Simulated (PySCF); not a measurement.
# Potential energy of CO along the bond

Set-up: PySCF, no relativity, basis sets C 6-31G(d,p), O 6-31G(d,p). Energies in eV from C + O in their ground configurations at the same level. State: ¹Σ⁺ (singlet), closed shell.

All columns are r²SCAN0. A positive dipole means C(−)O(+).

| R (Å) | E (eV) | μ (D) | Mulliken charge on C (basis-dependent) | HOMO (eV) | LUMO (eV) | Mayer bond order | ⟨S²⟩ |
| --- | --- | --- | --- | --- | --- | --- | --- |
| 0.978 | -8.293 | 0.55 | 0.03 | -10.21 | 1.86 | 2.49 | 0.00 |
| 1.023 | -9.529 | 0.39 | 0.08 | -10.38 | 1.24 | 2.45 | 0.00 |
| 1.069 | -10.210 | 0.23 | 0.13 | -10.54 | 0.65 | 2.42 | 0.00 |
| 1.103 | -10.444 | 0.11 | 0.16 | -10.65 | 0.23 | 2.40 | 0.00 |
| 1.137 | -10.493 | -0.02 | 0.19 | -10.74 | -0.16 | 2.38 | 0.00 |
| 1.171 | -10.396 | -0.14 | 0.22 | -10.83 | -0.53 | 2.36 | 0.00 |
| 1.217 | -10.094 | -0.31 | 0.26 | -10.92 | -0.99 | 2.33 | 0.00 |
| 1.273 | -9.517 | -0.51 | 0.29 | -11.01 | -1.52 | 2.31 | 0.00 |
| 1.342 | -8.642 | -0.76 | 0.33 | -11.06 | -2.09 | 2.29 | 0.00 |
| 1.433 | -7.325 | -1.07 | 0.36 | -11.05 | -2.75 | 2.28 | 0.00 |

A fit through these points gives, at Re = 1.130 Å, μ = 0.01 D and dμ/dR = -3.63 D/Å; the reduced mass is 6.856 u.

How strong is the fundamental in the double-harmonic approximation, I = 42.26·(dμ/dR)²/μred km/mol?

I = 42.26·(-3.63)²/6.856 = 81.2 km/mol at r²SCAN0.
